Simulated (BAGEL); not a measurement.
**One shape, several levels: triplet CH4SSi**

Wanted: a comparison of 4 runs (UHF/STO-3G, ROHF/6-31G*, ROHF/6-311+G**, UHF/6-311+G**) of triplet CH4SSi. 

The results are computed with BAGEL 1.2.2.

### 1 The structure to begin with

The species is CH4SSi (7 atoms), meant as a triplet with charge 0. SMILES of the parent species: `C[Si]S`. The shape is that of a PBE0-D4/def2-TZVP optimisation. This is one conformer, not always the lowest. That shape belongs to the parent species and isn't relaxed for this state.

Bond lengths: C1–Si2 1.900 Å, Si2–S3 2.131 Å, C1–H4 1.092 Å, C1–H5 1.099 Å, C1–H6 1.093 Å, S3–H7 1.344 Å. Angles: C1–Si2–S3 95.9°, Si2–C1–H4 116.0°, Si2–C1–H5 106.7°, Si2–C1–H6 110.2°, Si2–S3–H7 96.6°, H4–C1–H5 107.8°, H4–C1–H6 109.3°, H5–C1–H6 106.4°.

### 2 The energy at UHF/STO-3G (density fitting with qzvpp-jkfit) (run 1)

Input file input.json:

```json
{ "bagel": [

{
  "title": "molecule",
  "basis": "sto-3g",
  "df_basis": "qzvpp-jkfit",
  "angstrom": "true",
  "geometry": [
    { "atom": "C", "xyz": [   -0.832900,    0.619900,   -0.259300 ] },
    { "atom": "Si", "xyz": [    0.524600,    0.221700,    1.009400 ] },
    { "atom": "S", "xyz": [    1.327900,   -1.447800,   -0.043800 ] },
    { "atom": "H", "xyz": [   -1.182900,   -0.218500,   -0.865200 ] },
    { "atom": "H", "xyz": [   -0.416500,    1.374800,   -0.940400 ] },
    { "atom": "H", "xyz": [   -1.686600,    1.089200,    0.237000 ] },
    { "atom": "H", "xyz": [    2.327500,   -1.707400,    0.816400 ] }
  ]
},
{ "title": "uhf", "charge": 0, "nopen": 2 },
{ "title": "print", "file": "orbitals.molden", "orbitals": "true" }

]}
```

Started as:

```bash
BAGEL_NUM_THREADS=1 BAGEL input.json > input.out
```

The program printed:

```text
* using 1 threads per process

  ===============================================================
  ===============================================================

  *** Geometry ***

[... 23 lines left out ...]
      * DIIS with orbital gradients will be used.

  === UHF iteration (sto-3g) ===
      0       -718.38158662          0.01758912           0.06
      1       -718.41959222          0.00541323           0.05
      2       -718.42522194          0.00263286           0.04
[... 13 lines of this table left out ...]
     16       -718.42793583          0.00000000           0.06
    * SCF iteration converged.

    * S^2 (UHF) is 2.0019

    * Permanent dipole moment:
           (   -0.204582,    -0.493265,    -0.835520) a.u.

    * METHOD: UHF                                  1.03

    * METHOD: PRINT                                0.00

  ===============================================================
```

Run time: 1.8 s. Hardware: 1 thread of Intel Xeon at 2.50GHz (Skylake/Cascade Lake), shared host.

### 3 The energy at ROHF/6-31G(d) (density fitting with qzvpp-jkfit, spherical functions) (run 2)

Input file input.json:

```json
{ "bagel": [

{
  "title": "molecule",
  "basis": "6-31gs.json",
  "df_basis": "qzvpp-jkfit",
  "angstrom": true,
  "geometry": [
    { "atom": "C", "xyz": [      -0.832900,       0.619900,      -0.259300 ] },
    { "atom": "Si", "xyz": [       0.524600,       0.221700,       1.009400 ] },
    { "atom": "S", "xyz": [       1.327900,      -1.447800,      -0.043800 ] },
    { "atom": "H", "xyz": [      -1.182900,      -0.218500,      -0.865200 ] },
    { "atom": "H", "xyz": [      -0.416500,       1.374800,      -0.940400 ] },
    { "atom": "H", "xyz": [      -1.686600,       1.089200,       0.237000 ] },
    { "atom": "H", "xyz": [       2.327500,      -1.707400,       0.816400 ] }
  ]
},

{ "title": "rohf", "nopen": 2 },

{ "title": "print", "file": "orbitals.molden", "orbitals": true }

]}
```

The basis set 6-31G* is read from a file made from the Basis Set Exchange's data (not shown).

Started as:

```bash
BAGEL_NUM_THREADS=1 BAGEL input.json > input.out
```

The program printed:

```text
* using 1 threads per process

  ===============================================================
  ===============================================================

  *** Geometry ***

[... 23 lines left out ...]
      * DIIS with orbital gradients will be used.

  === ROHF iteration (6-31gs.json) ===
      0       -726.46568643          0.02736438           0.14
      1       -726.53917234          0.01171400           0.12
      2       -726.55377377          0.00561607           0.12
[... 13 lines of this table left out ...]
     16       -726.55934531          0.00000001           0.12
    * SCF iteration converged.

    * S^2 (ROHF) is 2.0000

    * Permanent dipole moment:
           (    0.055109,    -0.560270,    -0.534219) a.u.

    * METHOD: ROHF                                 2.28

    * METHOD: PRINT                                0.00

  ===============================================================
```

It took 3.3 s on 1 thread of Intel Xeon at 2.50GHz (Skylake/Cascade Lake), shared host.

Run 3 isn't shown in full; the table further down has it.

### 4 A single-point energy at UHF/6-311+G(d,p) (density fitting with qzvpp-jkfit) (run 4)

Input file hf.json:

```json
{ "bagel" : [

{
  "title" : "molecule",
  "basis" : "6-311+gss.json",
  "df_basis" : "qzvpp-jkfit",
  "angstrom" : "true",
  "geometry" : [
    { "atom" : "C", "xyz" : [      -0.832900,       0.619900,      -0.259300 ] },
    { "atom" : "Si", "xyz" : [       0.524600,       0.221700,       1.009400 ] },
    { "atom" : "S", "xyz" : [       1.327900,      -1.447800,      -0.043800 ] },
    { "atom" : "H", "xyz" : [      -1.182900,      -0.218500,      -0.865200 ] },
    { "atom" : "H", "xyz" : [      -0.416500,       1.374800,      -0.940400 ] },
    { "atom" : "H", "xyz" : [      -1.686600,       1.089200,       0.237000 ] },
    { "atom" : "H", "xyz" : [       2.327500,      -1.707400,       0.816400 ] }
  ]
},

{
  "title" : "uhf",
  "nopen" : 2
},

{
  "title" : "print",
  "file" : "orbitals.molden",
  "orbitals" : "true"
}

]}
```

The basis set 6-311+G** is read from a file made from the Basis Set Exchange's data (not shown).

Started as:

```bash
BAGEL_NUM_THREADS=1 BAGEL hf.json > hf.out
```

The program printed:

```text
* using 1 threads per process

  ===============================================================
  ===============================================================

  *** Geometry ***

[... 23 lines left out ...]
      * DIIS with orbital gradients will be used.

  === UHF iteration (6-311+gss.json) ===
      0       -726.41924997          0.03982243           0.22
      1       -726.57227735          0.02207513           0.22
      2       -726.61064445          0.01103828           0.22
[... 16 lines of this table left out ...]
     19       -726.62471989          0.00000000           0.24
    * SCF iteration converged.

    * S^2 (UHF) is 2.0056

    * Permanent dipole moment:
           (    0.042153,    -0.524234,    -0.508145) a.u.

    * METHOD: UHF                                  5.39

    * METHOD: PRINT                                0.02

  ===============================================================
```

Run time: 6.6 s. Hardware: 1 thread of Intel Xeon at 2.50GHz (Skylake/Cascade Lake), shared host.

### 5 The series

| run | level | energy (Eh) | dipole moment (D) | ⟨S²⟩ | wall time |
| --- | --- | --- | --- | --- | --- |
| 1 | UHF/STO-3G (density fitting with qzvpp-jkfit) | -718.427936 | 2.52 | 2.002 | 1.8 s |
| 2 | ROHF/6-31G* (density fitting with qzvpp-jkfit, spherical functions) | -726.559345 | 1.97 | 2.000 | 3.3 s |
| 3 | ROHF/6-311+G** (density fitting with qzvpp-jkfit) | -726.622733 | 1.89 | 2.000 | 6 s |
| 4 | UHF/6-311+G** (density fitting with qzvpp-jkfit) | -726.624720 | 1.86 | 2.006 | 6.6 s |

### 6 Summary of results

| quantity | value |
| --- | --- |
| run 4: total energy | -726.62472 Eh |
| run 4: dipole moment | 1.86 D |
| run 4: ⟨S²⟩ | 2.006 |

**Reading.** The dipole moment (its size) runs from 1.86 D (UHF/6-311+G**) to 2.52 D (UHF/STO-3G). In run 1 the basis is minimal, so the values are rough. All runs together took 18 s, the longest 6.6 s.
